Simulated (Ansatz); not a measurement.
Reaction (hydrogenolysis of a P–O bond): `OPS` + H₂ → `PS` + H₂O

Computed with Ansatz on PBE0-D4/def2-TZVP structures; ΔE is electronic, products minus reactants. CCSD(T)/CBS is the MP2 limit (def2-TZVPP, def2-QZVPP) plus CCSD(T) − MP2 in def2-TZVPP, frozen cores. This one scheme is used for every species. DFT in def2-TZVPP. B3LYP here is the variant with VWN-RPA as its local correlation; programs differ in this. One conformer a species, not always the lowest.

Task: Is it downhill or uphill in electronic energy at CCSD(T)/CBS, and by how much? (Best estimate.)

Result: The calculation gave: Downhill: ΔE = -2.7 kcal/mol.

Task: What do these levels give: PBE-D4, B3LYP-D4, r2SCANh-D4, r2SCAN0-D4, ωB97X-V, ωB97M-V, r2SCANh, BHLYP, CCSD/def2-SVP, MP2/def2-TZVPP, SCS-MP2/def2-TZVPP, CCSD(T)/def2-TZVPP? (Best estimate.)

Result: Ansatz gave: PBE-D4 -0.8, B3LYP-D4 -1.1, r2SCANh-D4 -1.1, r2SCAN0-D4 -2.1, ωB97X-V -1.9, ωB97M-V -1.4, r2SCANh -1.3, BHLYP -3.5, CCSD/def2-SVP -8.0, MP2/def2-TZVPP -2.2, SCS-MP2/def2-TZVPP -2.5, CCSD(T)/def2-TZVPP -3.3 kcal/mol.

Largest T1 diagnostic among the species: 0.014.

The D4 term adds +1.1 kcal/mol with B3LYP and +0.6 kcal/mol with PBE0; it sums over pairs of atoms, weighted by their polarisabilities, and B3LYP, whose exchange is more repulsive, gets the larger term. From r2SCAN to r2SCAN0 (25 % exact exchange), in def2-TZVPP and without D4, ΔE moves by −1.7 kcal/mol.
